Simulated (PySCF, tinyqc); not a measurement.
FCI on RHF in the sto-3g basis, frozen core, for HF, spin multiplicity 1, step by step. The lowest restricted solution is unstable here: a spin-polarised one lies 0.1548 hartree lower (PySCF). One step of it, computed by the program tinyqc.

Task: FCI: roots. Diagonalise (each vector has its largest component positive (the first on a tie)); all determinants have Ms = 0, so triplets appear too. The lowest singlet root is the correlation energy.

Occupation strings over the orbitals (2 doubly, a alpha, b beta, 0 empty; spin orbitals ordered 1a 1b 2a 2b ...): 222220 2222ab 2a222b 2222ba 2b222a 222202 2a22b2 222022 220222 2b22a2 202222

H - E(HF) between determinants (hartree), lower triangle:
```
,222220,2222ab,2a222b,2222ba,2b222a,222202,2a22b2,222022,220222,2b22a2,202222
222220,0.000000
2222ab,0.000000,0.160645
2a222b,0.000000,-0.009570,1.027052
2222ba,0.000000,-0.293523,-0.011644,0.160645
2b222a,0.000000,-0.011644,-0.092173,-0.009570,1.027052
222202,0.293523,0.040094,-0.040961,-0.040094,0.040961,0.333992
2a22b2,-0.011644,0.040961,-0.272655,-0.014747,0.094345,0.030235,1.230592
222022,0.026617,0.026211,0.011473,-0.026211,-0.011473,0.028729,0.010758,0.543413
220222,0.026617,0.026211,0.011473,-0.026211,-0.011473,0.028729,0.010758,0.053770,0.543413
2b22a2,0.011644,-0.014747,0.094345,0.040961,-0.272655,-0.030235,-0.108381,-0.010758,-0.010758,1.230592
202222,0.092173,0.094345,0.004947,-0.094345,-0.004947,0.108381,0.060767,0.194293,0.194293,-0.060767,2.381550
```

Give: lowest roots of this matrix, relative to E(HF); lowest vectors; <S^2> of these roots; weight of the ground state by excitation level 0, 1, 2, ....

Result:

lowest roots of this matrix, relative to E(HF) (hartree): -0.1737  -0.1337  0.4195  0.4836  0.4896  0.5824  0.8272  0.8494

lowest vectors:
```
,root 1,root 2,root 3,root 4
222220,0.8620,0.0000,-0.2642,0.3692
2222ab,0.0336,0.7069,0.6247,0.2442
2a222b,-0.0121,0.0119,-0.0447,0.0557
2222ba,-0.0336,0.7069,-0.6247,-0.2442
2b222a,0.0121,0.0119,0.0447,-0.0557
222202,-0.5036,0.0000,-0.3663,0.6774
2a22b2,0.0131,-0.0131,-0.0447,-0.0012
222022,-0.0105,0.0000,-0.0608,-0.3737
220222,-0.0105,0.0000,-0.0608,-0.3737
2b22a2,-0.0131,-0.0131,0.0447,0.0012
202222,-0.0112,0.0000,-0.0124,-0.0046
```

<S^2> of these roots: 0.0000  2.0000  0.0000  0.0000  0.0000  0.0000  2.0000  0.0000

weight of the ground state by excitation level 0, 1, 2, ...: 0.7431  0.0025  0.2543

The reference has a weight of only 0.74: one determinant is a poor start here. A root of higher spin lies below E(HF).
